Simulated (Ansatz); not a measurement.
# Worked example: H$_{2}$As–As⁺, doublet against H$_{2}$As–As, singlet

Geometry (PBE0/def2-TZVP stationary point of a singlet), kept for both states (H2As–As, singlet: A1; H2As–As⁺, doublet: B2):

```xyz
4

As    0.0000    0.0000    1.0500
As    0.0000    0.0000   -1.1038
H     0.0000    1.1767    2.0001
H     0.0000   -1.1767    2.0001
```

Basis cc-pVDZ; Ansatz 0.2.0. Correlated methods freeze the noble-gas cores and the filled d shells of p-block atoms. Prefix R: restricted or restricted open-shell reference. No spin–orbit coupling is included, and no scalar relativity.

Full CI isn't at hand for all of this; RCCSDTQ serves as the reference, and is uncertain by the last step of the cluster series or more.

```csv
level,"E(H2As–As, singlet) (hartree)","E(H2As–As⁺, doublet) (hartree)"
RCCSD(T),-4469.693737,-4469.423664
PBE,-4472.160596,-4471.880574
r2SCAN,-4472.810305,-4472.529010
RCCSDTQ,-4469.695787,-4469.425904
```

Problem. Give the vertical gap, H2As–As⁺ doublet less H2As–As singlet, at each level in eV (1 hartree = 27.2114 eV), and each error against RCCSDTQ.

Solution. RCCSDTQ: (-4469.425904 − (-4469.695787)) × 27.2114 = 7.344 eV (the reference)
r2SCAN: (-4472.529010 − (-4472.810305)) × 27.2114 = 7.654 eV, error 0.310 eV
PBE: (-4471.880574 − (-4472.160596)) × 27.2114 = 7.620 eV, error 0.276 eV
RCCSD(T): (-4469.423664 − (-4469.693737)) × 27.2114 = 7.349 eV, error 0.005 eV

Total energies of functionals can't be set beside those of wave-function methods, since they hold the core's correlation and their own absolute errors; only the differences compare.

In so small a basis the reference is far from its limit while semilocal and hybrid functionals are nearer theirs, so the functionals' errors here hold much of the reference's basis and frozen-core error, which can add to them or hide them.

Each level lands on the state that its own search finds. T1 diagnostics of restricted CCSD: 0.026 and 0.028.
